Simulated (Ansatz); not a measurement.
Species: sodium chloride, NaCl, charge 0, multiplicity 1. SMILES: [Cl][Na]
Geometry: optimised at B3LYP-D3(BJ)/def2-TZVP (Ansatz, a program for electronic structure).

Quantity: atomisation energy, in kcal/mol. Terms: LANL2DZ with its own core potentials from Na on; atomisation electronic, to ground-state atoms; six Cartesian d functions in 6-31G* and its kin unless marked 5d; no spin-orbit coupling; non-relativistic; frozen cores in correlated levels; 6-311+G** with 5d, 6d on Na to Ar in Ansatz; open shells spin-unrestricted. CBS(X,Y): correlation extrapolated as X^-3; Hartree-Fock from the larger set. Ab initio and DFT rows: single points at B3LYP-D3(BJ) geometries (Ansatz).

Coupled cluster (Ansatz) is a level with limits of its own, used here on species with T1 under 0.025 (0.045 for open shells) and stable references: CCSD(T)/CBS(def2-TZVPPD,def2-QZVPPD).

Value to compare with, CCSD(T)/CBS(def2-TZVPPD,def2-QZVPPD) (Ansatz): 99.6 kcal/mol.

```csv
level,program,atomisation energy (kcal/mol),difference
PBE/STO-3G,Ansatz,203.4,103.8
PBE/3-21G,Ansatz,92.7,-6.9
PBE/LANL2DZ,Ansatz,89.1,-10.5
PBE/6-31G*,Ansatz,92.2,-7.4
PBE/def2-SVP,Ansatz,93.3,-6.3
PBE/6-311+G**,Ansatz,93.9,-5.7
PBE/def2-TZVPD,Ansatz,94.4,-5.2
```

Among the 6 habitual levels, PBE/STO-3G lies farthest from CCSD(T)/CBS(def2-TZVPPD,def2-QZVPPD) (Ansatz) (103.8 kcal/mol); 1 of 6 lie above it, and their mean absolute difference is 23.4 kcal/mol, the median 7.2. One case shows no general order.

The sets are all those run for this method; runs whose electronic state is in doubt are left out.
